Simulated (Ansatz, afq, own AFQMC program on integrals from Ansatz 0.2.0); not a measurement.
## SiH3⁺, triplet in 6-31G along one coordinate

```xyz
4

Si    0.0000    0.0677   -0.0787
H     0.0000   -1.2255   -0.8234
H     0.4393   -0.3298    1.5083
H    -0.4393   -0.3298    1.5083
```

The Si1–H3 distance is changed with both sides rigid. Energies in kJ/mol count from this geometry (1.694 Å) at the same level; the start stands on UHF, each point on the determinant named.

Basis 6-31G. Only valence electrons are correlated. Ansatz 0.2.0 and our own AFQMC program on the same integrals; the CISD trial comes from CCSD amplitudes, and released means the phaseless constraint is let go. ± is one standard error of the sampling.

Cautions, each for one point or more: lower spins were not checked.

```json
{"r(Si1–H3) / Å": "1.376", "det.": "UHF", "T1": "0.011", "weight": "0.96", "⟨S²⟩": "2.00", "CCSD(T)": "76.1", "ph-AFQMC/CISD": "76.2 ± 0.07", "released AFQMC": "76.2 ± 0.03", "FCI": "76.1", "CCSDT(Q)": "76.1", "B3LYP": "71.4", "PBE0": "70.9"}
{"r(Si1–H3) / Å": "2.058", "det.": "UHF", "T1": "0.016", "weight": "0.94", "⟨S²⟩": "2.01", "CCSD(T)": "29.5", "ph-AFQMC/CISD": "29.4 ± 0.08", "released AFQMC": "29.3 ± 0.05", "FCI": "29.1", "CCSDT(Q)": "29.1", "B3LYP": "27.1", "PBE0": "30.7"}
{"r(Si1–H3) / Å": "2.700", "det.": "UHF", "T1": "0.032", "weight": "0.93", "⟨S²⟩": "2.02", "CCSD(T)": "106.6", "ph-AFQMC/CISD": "106.1 ± 0.1", "released AFQMC": "105.5 ± 0.09", "FCI": "105.1", "CCSDT(Q)": "105.1", "B3LYP": "104.4", "PBE0": "114.9"}
{"r(Si1–H3) / Å": "3.651", "det.": "UHF", "T1": "0.012", "weight": "0.95", "⟨S²⟩": "2.01", "CCSD(T)": "78.7", "ph-AFQMC/CISD": "78.6 ± 0.07", "released AFQMC": "78.5 ± 0.04", "FCI": "78.4", "CCSDT(Q)": "78.4", "B3LYP": "102.4", "PBE0": "110.4"}
{"r(Si1–H3) / Å": "5.758", "det.": "UHF", "T1": "0.012", "weight": "0.95", "⟨S²⟩": "2.01", "CCSD(T)": "76.2", "ph-AFQMC/CISD": "76.2 ± 0.09", "released AFQMC": "76.1 ± 0.04", "FCI": "75.9", "CCSDT(Q)": "75.9", "B3LYP": "105.2", "PBE0": "113.3"}
```

Weight is that of the determinant in the CISD state; at the start T1 is 0.012 and the weight 0.95, and ⟨S²⟩ is 2.00. Symmetry can't show for every point that it stays on the start's state. Largest departures from full CI: CCSD(T) 1.5 kJ/mol at 2.700 (on UHF), ph-AFQMC/CISD 1.0 kJ/mol at 2.700 (on UHF), released AFQMC 0.3 kJ/mol at 2.700 (on UHF), CCSDT(Q) 0.0 kJ/mol at 2.058 (on UHF). The functionals aren't scored here. In this small basis the wave-function levels are far from their limit, so their gap to the functionals isn't the functionals' error.

Some points may be missing: those where a free walk finds a much lower state, and past Zn most of those on another determinant than at the start.

CCSDT and higher add their correlation energy to the determinant of the CCSD(T) run, since their own runs factorise the integrals more tightly (a shift of under 2 meV). A walk keeps the symmetry of its determinant, which the program's search chose and which needn't be the lowest solution, so a lower state of the same spin and another symmetry isn't excluded. Released energies are given only where the last usable release times agree within the noise; a slower fall can still hide under it.
